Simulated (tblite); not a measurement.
Compound: C₃H₆NO (doublet state).
Bonds: C1–C2, C2–N3, N3–C4, C4–O5 (double). Hydrogens: H6, H7, H8 on C1; H9, H10 on C2; H11 on C4.

Computed geometry: GFN2-xTB, gas phase. This method treats the open shell by occupation alone, without spin polarisation.

Entries marked ? are missing. Bonds in one row agree within 0.01 Å.

```tsv
coordinate	value
C1–C2	?
C2–N3	?
N3–C4	1.275 Å
C4=O5	?
C1–H6, C1–H7, C1–H8	1.086 Å
C2–H9, C2–H10	1.099 Å
C4–H11	1.142 Å
C2–C1–H6	?
H6–C1–H7	109.2°
C1–C2–N3	108.0°
C1–C2–H9	108.9°
N3–C2–H9	111.0°
H9–C2–H10	109.1°
C2–N3–C4	?
N3–C4–O5	135.1°
N3–C4–H11	?
O5–C4–H11	114.6°
```

Task: Fill in the missing values.

Result: 
- C1–C2 = 1.532 Å, drawn single (ends: carbon bonded to C and 3 H; carbon bonded to C, N and 2 H); 0.01 Å above the sum of covalent radii, 1.52 Å.
- C2–N3 = 1.414 Å, drawn single (ends: carbon bonded to C, N and 2 H; nitrogen bonded to 2 C); 0.06 Å below the sum of covalent radii, 1.47 Å.
- C4=O5 = 1.212 Å, drawn double in one of several resonance forms (ends: carbon bonded to N, O and H; oxygen bonded to C); 0.18 Å below the sum of covalent radii, 1.39 Å.
- C2–C1–H6 = 109.8°, at the carbon bonded to C and 3 H; the outer atoms are 2.157 Å apart.
- C2–N3–C4 = 132.7°, at the nitrogen bonded to 2 C; the outer atoms are 2.463 Å apart.
- N3–C4–H11 = 110.4°, at the carbon bonded to N, O and H; the outer atoms are 1.985 Å apart.

Radii are Cordero's, carbon taken as 0.76, 0.73 or 0.69 Å for four, three, and two or fewer neighbours.

Its GFN2-xTB frequencies are all real (lowest 30 cm⁻¹). Torsions: C1–C2–N3–C4 180°, C2–N3–C4–O5 180°.

Time: under 0.1 s of wall time. Hardware: one thread of an Arm Neoverse V2, shared host. This is the geometry optimisation.

One conformer stands for the species.
